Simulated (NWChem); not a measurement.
Everything below was run with NWChem. System: CHF$_{3}$, charge 1, spin multiplicity 2, at the geometry of a parent with another charge or spin, in a state set for the comparison that need not be this species' ground state. Its SCF solution wasn't tested for a lower state. Level: UPBE/cc-pVDZ.

Output (cleaned and shortened):

```
             Northwest Computational Chemistry Package (NWChem) 7.3.0
             --------------------------------------------------------

                                NWChem Input Module
                                -------------------

 Scaling coordinates for geometry "geometry" by  1.889725989
 (inverse scale =  0.529177249)

 Turning off AUTOSYM since
 SYMMETRY directive was detected!

                             Geometry "geometry" -> ""
                             -------------------------

 Output coordinates in angstroms (scale by  1.889725989 to convert to a.u.)

  No.       Tag          Charge          X              Y              Z
 ---- ---------------- ---------- -------------- -------------- --------------
    1 F                    9.0000    -0.63426200    -0.07810400     1.08454500
    2 C                    6.0000     0.02631600     0.33387500     0.00000000
    3 F                    9.0000    -0.63426200    -0.07810400    -1.08454500
    4 F                    9.0000     1.23841900    -0.22571800     0.00000000
    5 H                    1.0000     0.11304200     1.43409200     0.00000000

 Effective nuclear repulsion energy (a.u.)     133.4975199286

            Nuclear Dipole moment (a.u.)
            ----------------------------
        X                 Y               Z
 ---------------- ---------------- ----------------
    -0.0000132281     0.0000151178     0.0000000000

      Symmetry information
      --------------------

 Group name             Cs
 Group number              2
 Group order               2
 No. of unique centers     4

      Symmetry unique atoms

     1    2    4    5


 Summary of "ao basis" -> "" (spherical)
 ------------------------------------------------------------------------------
       Tag                 Description            Shells   Functions and Types
 ---------------- ------------------------------  ------  ---------------------
 *                          cc-pvdz                   on all atoms

  pbe96 is a nonlocal functional; adding pw91lda local functional.

                                 NWChem DFT Module
                                 -----------------

 Summary of "ao basis" -> "ao basis" (spherical)
 ------------------------------------------------------------------------------
       Tag                 Description            Shells   Functions and Types
 ---------------- ------------------------------  ------  ---------------------
 F                          cc-pvdz                  6       14   3s2p1d
 C                          cc-pvdz                  6       14   3s2p1d
 H                          cc-pvdz                  3        5   2s1p

 Summary of "ao basis" -> "ao basis" (spherical)
 ------------------------------------------------------------------------------
       Tag                 Description            Shells   Functions and Types
 ---------------- ------------------------------  ------  ---------------------
 F                          cc-pvdz                  6       14   3s2p1d
 C                          cc-pvdz                  6       14   3s2p1d
 H                          cc-pvdz                  3        5   2s1p

      Symmetry analysis of basis
      --------------------------

        a'         38
        a"         23

            General Information
            -------------------
          SCF calculation type: DFT
          Wavefunction type:  spin polarized.
          No. of atoms     :     5
          No. of electrons :    33
           Alpha electrons :    17
            Beta electrons :    16
          Charge           :     1
          Spin multiplicity:     2
          Use of symmetry is: on ; symmetry adaption is: on
          Maximum number of iterations: 100
          AO basis - number of functions:    61
                     number of shells:    27
          Convergence on energy requested:  1.00D-06
          Convergence on density requested:  1.00D-05
          Convergence on gradient requested:  5.00D-04

              XC Information
              --------------
          PerdewBurkeErnzerhof Exchange Functional  1.000
            Perdew 1991 LDA Correlation Functional  1.000 local
           PerdewBurkeErnz. Correlation Functional  1.000 non-local
[...]
    47     -0.225259  4 F  py                49      0.221125  4 F  px
     6     -0.199424  1 F  pz                34      0.199424  3 F  pz

 Vector   20  Occ=0.000000D+00  E=-2.189885D-01  Symmetry=a"
              MO Center=  1.9D-02,  3.7D-01,  3.4D-13, r^2= 1.5D+00
   Bfn.  Coefficient  Atom+Function         Bfn.  Coefficient  Atom+Function
  ----- ------------  ---------------      ----- ------------  ---------------
    23      0.749808  2 C  pz                20      0.700686  2 C  pz
     3     -0.399018  1 F  s                 31      0.399018  3 F  s
     4     -0.212823  1 F  px                32      0.212823  3 F  px
    48     -0.206438  4 F  pz                51     -0.206964  4 F  pz
     7     -0.201705  1 F  px                35      0.201705  3 F  px

                     DFT Final Beta Molecular Orbital Analysis
                     -----------------------------------------

 Vector   14  Occ=1.000000D+00  E=-6.827615D-01  Symmetry=a"
              MO Center= -4.4D-01, -5.1D-02,  1.5D-10, r^2= 1.8D+00
   Bfn.  Coefficient  Atom+Function         Bfn.  Coefficient  Atom+Function
  ----- ------------  ---------------      ----- ------------  ---------------
     5      0.358419  1 F  py                33     -0.358419  3 F  py
     6      0.310941  1 F  pz                34      0.310941  3 F  pz
     8      0.226641  1 F  py                36     -0.226641  3 F  py
    48      0.216928  4 F  pz                 9      0.184292  1 F  pz
    37      0.184292  3 F  pz                51      0.123429  4 F  pz

 Vector   15  Occ=1.000000D+00  E=-6.827512D-01  Symmetry=a'
              MO Center=  4.3D-01, -1.2D-01, -1.5D-10, r^2= 1.8D+00
   Bfn.  Coefficient  Atom+Function         Bfn.  Coefficient  Atom+Function
  ----- ------------  ---------------      ----- ------------  ---------------
    47      0.382335  4 F  py                46      0.373349  4 F  px
    50      0.242614  4 F  py                 4      0.231361  1 F  px
    32      0.231361  3 F  px                 5     -0.223829  1 F  py
    33     -0.223829  3 F  py                49      0.224258  4 F  px
     8     -0.140460  1 F  py                36     -0.140460  3 F  py

 Vector   16  Occ=1.000000D+00  E=-6.613450D-01  Symmetry=a"
              MO Center= -9.4D-03, -1.2D-01, -7.5D-15, r^2= 2.0D+00
   Bfn.  Coefficient  Atom+Function         Bfn.  Coefficient  Atom+Function
  ----- ------------  ---------------      ----- ------------  ---------------
    48      0.420022  4 F  pz                 4     -0.362495  1 F  px
    32      0.362495  3 F  px                51      0.262884  4 F  pz
     7     -0.226884  1 F  px                35      0.226884  3 F  px
     6     -0.209840  1 F  pz                34     -0.209840  3 F  pz
     9     -0.131341  1 F  pz                37     -0.131341  3 F  pz

 Vector   17  Occ=0.000000D+00  E=-6.504445D-01  Symmetry=a'
              MO Center=  1.7D-02,  2.2D-01, -9.6D-15, r^2= 1.9D+00
   Bfn.  Coefficient  Atom+Function         Bfn.  Coefficient  Atom+Function
  ----- ------------  ---------------      ----- ------------  ---------------
    47      0.351902  4 F  py                 5      0.349513  1 F  py
    33      0.349513  3 F  py                57     -0.319945  5 H  s
    19     -0.234888  2 C  py                50      0.216982  4 F  py
     8      0.215597  1 F  py                36      0.215597  3 F  py
    17     -0.120188  2 C  s                 58     -0.119851  5 H  s

 Vector   18  Occ=0.000000D+00  E=-2.104595D-01  Symmetry=a'
              MO Center=  4.3D-02,  3.5D-01, -2.6D-11, r^2= 1.5D+00
   Bfn.  Coefficient  Atom+Function         Bfn.  Coefficient  Atom+Function
  ----- ------------  ---------------      ----- ------------  ---------------
    21      0.745190  2 C  px                18      0.702240  2 C  px
    45     -0.461520  4 F  s                 46      0.237737  4 F  px
     3      0.230826  1 F  s                 31      0.230826  3 F  s
    47     -0.231286  4 F  py                49      0.221746  4 F  px
     6     -0.200601  1 F  pz                34      0.200601  3 F  pz

 Vector   19  Occ=0.000000D+00  E=-2.104571D-01  Symmetry=a"
              MO Center=  1.3D-02,  3.6D-01,  2.6D-11, r^2= 1.5D+00
   Bfn.  Coefficient  Atom+Function         Bfn.  Coefficient  Atom+Function
  ----- ------------  ---------------      ----- ------------  ---------------
    23      0.747499  2 C  pz                20      0.704427  2 C  pz
     3     -0.399730  1 F  s                 31      0.399730  3 F  s
     4     -0.214367  1 F  px                32      0.214367  3 F  px
    48     -0.208021  4 F  pz                51     -0.207422  4 F  pz
     7     -0.203276  1 F  px                35      0.203276  3 F  px

   alpha - beta orbital overlaps
   -----------------------------

   alpha      1      2      3      4      5      6      7      8      9     10
    beta      1      3      2      4      5      6      7      8      9     10
 overlap   0.995  1.000  0.995  1.000  1.000  1.000  1.000  0.993  0.993  0.998

   alpha     11     12     13     14     15     16     17     18     19     20
    beta     11     13     12     14     15     17     16     20     18     19
 overlap   0.998  0.963  0.963  0.963  0.963  0.999  1.000  0.997  1.000  1.000

   alpha     21     22     23     24     25     26     27     28     29     30
    beta     21     23     22     24     25     26     28     27     29     30
 overlap   0.998  1.000  1.000  0.987  0.987  1.000  0.999  0.999  0.999  0.999

   alpha     31     32     33     34     35     36     37     38     39     40
    beta     31     32     33     34     35     36     37     38     39     40
 overlap   1.000  0.996  0.996  1.000  0.996  0.996  1.000  1.000  0.975  0.975

   alpha     41     42     43     44     45     46     47     48     49     50
    beta     41     42     43     44     45     46     47     48     49     50
 overlap   0.975  0.975  1.000  1.000  0.999  0.999  0.976  0.979  0.980  0.976

   alpha     51     52     53     54     55     56     57     58     59     60
    beta     51     52     53     54     55     56     57     58     59     60
 overlap   0.980  0.979  1.000  1.000  1.000  0.999  1.000  1.000  0.999  1.000

   alpha     61
    beta     61
 overlap   1.000

     --------------------------
     Expectation value of S2:
     --------------------------
      <S2> =      0.7518 (Exact =     0.7500)

 center of mass
 --------------
 x =  -0.00383944 y =  -0.04870340 z =   0.00000000

 moments of inertia (a.u.)
 ------------------
         175.899525284156          11.296123592635           0.000000000000
          11.296123592635         318.315169722800           0.000000000000
           0.000000000000           0.000000000000         175.009579152154

     Multipole analysis of the density
     ---------------------------------

     L   x y z        total         alpha         beta         nuclear
     -   - - -        -----         -----         ----         -------
     0   0 0 0      1.000000    -17.000000    -16.000000     34.000000

     1   1 0 0      0.077692      0.021431      0.056274     -0.000013
     1   0 1 0      0.991259      0.269781      0.721463      0.000015
     1   0 0 1     -0.000000     -0.000000     -0.000000      0.000000

     2   2 0 0    -12.716234    -45.112644    -42.814695     75.211105
     2   1 1 0      0.205783      2.606901      2.631512     -5.032629
     2   1 0 1     -0.000000     -0.000000     -0.000000      0.000000
     2   0 2 0    -10.121211    -12.245940     -9.637631     11.762360
     2   0 1 1     -0.000000     -0.000000     -0.000000      0.000000
     2   0 0 2    -12.731259    -45.318378    -43.020460     75.607579

 Task  times  cpu:        1.2s     wall:        1.2s

 Total times  cpu:        1.3s     wall:        1.3s
```

Problem. Write an NWChem input that would produce this output.

Solution. One answer among several that fit: 
```
start mol
memory heap 200 mb stack 900 mb global 1100 mb
charge 1
geometry units angstroms nocenter noautoz
  F     -0.634262    -0.078104     1.084545
  C      0.026316     0.333875     0.000000
  F     -0.634262    -0.078104    -1.084545
  F      1.238419    -0.225718     0.000000
  H      0.113042     1.434092     0.000000
  symmetry group Cs
end
basis spherical
  * library cc-pvdz
end
dft
  xc xpbe96 cpbe96
  odft
  mult 2
  semidirect memsize 60000000 filesize 0
  iterations 100
end
task dft energy
```
